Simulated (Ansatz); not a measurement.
Rutile TiO2 was calculated with LDA (Ansatz, a program for electronic structure, plane waves, PAW).

Numerical settings: plane-wave cutoff 520 eV, 8×8×12 k mesh (along the axes of the cell as run), Fermi–Dirac smearing 0.01 eV, no spin polarisation, scalar-relativistic PAW data made under PBE.

Response to compression and expansion:

Shape and atoms are relaxed at each volume.

```
V (Å³/atom)  P (GPa)  direct gap at Γ (eV)  c (Å)  a (Å)
-----------  -------  --------------------  -----  -----
9.655          10.93                 1.897  2.893  4.475
9.856           5.14                 1.874  2.906  4.511
10.058          0.00                 1.858  2.917  4.548
10.259         -4.56                 1.849  2.928  4.585
10.460         -8.57                 1.847  2.937  4.622
```

The gap at Γ does not follow one straight line over these volumes.

Note: the bulk modulus comes from volumes at which shape and atoms were relaxed.
